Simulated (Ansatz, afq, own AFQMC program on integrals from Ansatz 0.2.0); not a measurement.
# BH$_{4}$O, doublet: AFQMC among the cluster methods

```xyz
6

O    -1.0717   -0.0303    0.0000
H    -1.3210    0.8963    0.0000
H     0.0173   -0.0303    0.0000
B     1.3593   -0.0303    0.0000
H     1.8683   -0.0303    1.0770
H     1.8683   -0.0303   -1.0770
```

Connectivity, by distances: OH ··· BH2, 1 bridging H.

Basis cc-pVTZ. Noble-gas cores (and the filled d shells of Ga–Kr and In–Xe) are frozen. Ansatz 0.2.0 and our own AFQMC program on the same integrals; the CISD trial comes from CCSD amplitudes, and released means the phaseless constraint is let go. ± is one standard error of the sampling.

Determinant: UHF, the one that the program's search chose, which needn't be the lowest solution. The geometry is a point of a scan.

No full CI on the walks' own integrals is used here. The released AFQMC energy serves as the reference, which it does only where one determinant dominates, the energy is flat over the last release times and near the phaseless one (40 meV or 2 meV an electron, half that with transition metals). On small molecules, where full CI could be run and the noise was under 10 meV, such values lay within 10 meV of it in 19 cases of 20, a flattering rate, since the rule was set on those same cases; what remains of the bias isn't in the error bar.

Cautions: the ph-AFQMC/CISD walk drifts between its halves (2.7 errors); the released value is read at 2.40 1/Eh (meV from the phaseless value at times in 1/Eh: -8 ± 7 at 0.24, -17 ± 5 at 0.51, -26 ± 7 at 0.99, -13 ± 12 at 1.62, -2 ± 10 at 2.40).

- T1 diagnostic: 0.0142
- weight of the determinant in the CISD state: 0.885
- ⟨S²⟩ of the determinant: 0.771
- size of the correlated space: 13 electrons in 114 orbitals

Reference: AFQMC with the constraint released, correlation energy -10.786 ± 0.010 eV.

| level | E − E(reference) (mEh) | share of correlation (%) |
| --- | --- | --- |
| HF | 396.37 ± 0.36 | 0.00 |
| MP2 | 37.57 ± 0.36 | 90.52 |
| CCSD | 12.72 ± 0.36 | 96.79 |
| CCSD(T) | 0.77 ± 0.36 | 99.81 |
| ph-AFQMC/CISD | 0.06 ± 0.42 | 99.99 |

A walk keeps the symmetry of its determinant, which the program's search chose and which needn't be the lowest solution, so a lower state of the same spin and another symmetry isn't excluded. Released energies are given only where the last usable release times agree within the noise; a slower fall can still hide under it.
